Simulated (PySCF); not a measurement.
# Dipole moment and polarisability of dimethyl carbonate

Dimethyl carbonate, C3H6O3.
SMILES with atom numbers: `[CH3:1][O:2][C:3](=[O:4])[O:5][CH3:6]` (hydrogens: H7, H8, H9 on C1; H10, H11, H12 on C6)

Geometry (GFN2-xTB, Å), atoms numbered from 1 in this order:
```xyz
12
C3H6O3 angstrom
C      2.3238    0.0526    0.1348
O      1.1077   -0.5919    0.4930
C      0.0003   -0.0014    0.0431
O     -0.0373    0.9969   -0.6183
O     -1.0591   -0.7015    0.4494
C     -2.3188   -0.1844    0.0392
H      2.3439    1.0717    0.5260
H      3.1173   -0.5433    0.5773
H      2.4300    0.0899   -0.9511
H     -3.0648   -0.8619    0.4455
H     -2.3802   -0.1526   -1.0503
H     -2.4615    0.8251    0.4297
```

Level: PBE0/def2-SVPD (PySCF), static field, nuclei fixed, core orbitals frozen in the response. The polarisability tensor in these axes (au):

```
x   62.72  1.03  0.62
y    1.03 43.94 -3.48
z    0.62 -3.48 40.92
```

**Question.** Give the principal values, the mean and the anisotropy Δα = √{½[(α1 − α2)² + (α2 − α3)² + (α1 − α3)²]}.

**Answer.** Principal values 38.59, 46.20 and 62.79 au; mean 49.19 au = 7.29 Å³ = 8.11 × 10⁻⁴⁰ C²·m²/J; Δα = 21.43 au (44 % of the mean).

**Question.** What is the dipole moment, and where does it point?

**Answer.** (0.01, -0.33, 0.22) D, 0.39 D in size, pointing from the negative to the positive side. Measured along this direction, the outermost atoms are O4 at the negative end and H8, H10, O2 and O5 at the positive end.

**Question.** What depolarisation ratio follows for Rayleigh scattering of linearly polarised light, taking the static tensor?

**Answer.** ρ = 3Δα²/(45ᾱ² + 4Δα²) = 1377.9/(108896 + 1837.2) = 0.0124.

**Question.** What molar refraction does this α imply?

**Answer.** Lorentz–Lorenz: R = (4π/3)N_A α = 2.5225 cm³/(mol·Å³) × 7.29 Å³ = 18.4 cm³/mol, in the limit of long wavelengths.

**Question.** Form Σ f/ω² (atomic units) for the 8 lowest TDDFT singlets, given as eV and f, and set it beside the mean polarisability, which is this sum over all singlets: 7.16, 0.0000; 7.91, 0.0176; 8.21, 0.0000; 8.38, 0.0223; 8.69, 0.2562; 8.77, 0.0115; 8.94, 0.0115; 9.02, 0.0294.

**Answer.** They add up to 3.44 au, 7.0 % of the 49.19 au; the largest single term is 2.51 au, from the state at 8.69 eV. Terms in order: 0.00, 0.21, 0.00, 0.24, 2.51, 0.11, 0.11, 0.27 au. Higher excitations give the rest. The strengths listed sum to 0.349.

**Question.** What would n − 1 = 2πNα be for an ideal gas of these molecules at 298.15 K and 1 atm, electronic part alone?

**Answer.** N = p/kT = 2.4615 × 10¹⁹ cm⁻³, so n − 1 = 2π × N × 7.29 × 10⁻²⁴ cm³ = 1127 × 10⁻⁶ at long wavelengths.

**Question.** Directions of the eigenvectors, and the extent of the frame along each?

**Answer.** Largest value along (1.00, 0.05, 0.02), where the nuclei span 6.19 Å; middle along (-0.03, 0.83, -0.55), 2.04 Å; least along (-0.04, 0.55, 0.83), 1.78 Å. The response follows the extents in order.

The structure is a single GFN2-xTB conformer in the gas phase; no vibrational or solvent corrections.
